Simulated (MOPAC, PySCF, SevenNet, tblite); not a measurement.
Zinc-blende AlAs, lattice constant a

Reference value: 5.649 Å (measured, static lattice: zero-point anharmonic expansion removed; as tabulated in Mejia-Rodriguez and Trickey (2018), arXiv:1807.09216).

**Question.** What do GFN1-xTB, GFN2-xTB, PM7 semi-empirical Hartree-Fock (MOPAC), SevenNet-l3i5, PBE, Hartree–Fock, MP2 give, and how far is each from the reference?

**Answer.** 
| level (code) | value (Å) | error (%) |
|---|---|---|
| GFN1-xTB (tblite) | 5.580 | -1.22 |
| GFN2-xTB (tblite) | 5.785 | +2.41 |
| PM7 semi-empirical Hartree-Fock (MOPAC) | 5.643 | -0.11 |
| SevenNet-l3i5 | 5.735 | +1.52 |
| PBE (PySCF) | 5.736 ± 0.02 | +1.54 |
| Hartree–Fock (PySCF) | 5.718 ± 0.02 | +1.22 |
| MP2 (PySCF) | 5.620 ± 0.02 | -0.51 |

Closest of the ranked levels: PM7 semi-empirical Hartree-Fock (MOPAC) (-0.11 %). Farthest off among them: GFN2-xTB (+2.41 %). Within 1 %: PM7 semi-empirical Hartree-Fock (MOPAC), MP2.

A ± on a computed value is a rough bar: the spread of its extrapolation, a floor set from checks against published values, or a statistical error. GFN1-xTB, GFN2-xTB, PM7 semi-empirical Hartree-Fock (MOPAC): the method was fitted mainly to molecules. GFN1-xTB, GFN2-xTB, PM7 semi-empirical Hartree-Fock (MOPAC): the run uses a supercell at the zone centre in place of a k mesh.

Machine-learned potentials (SevenNet-l3i5) are trained on DFT data: a solid inside that data is no test of them.

Differences are worked out from the printed values.
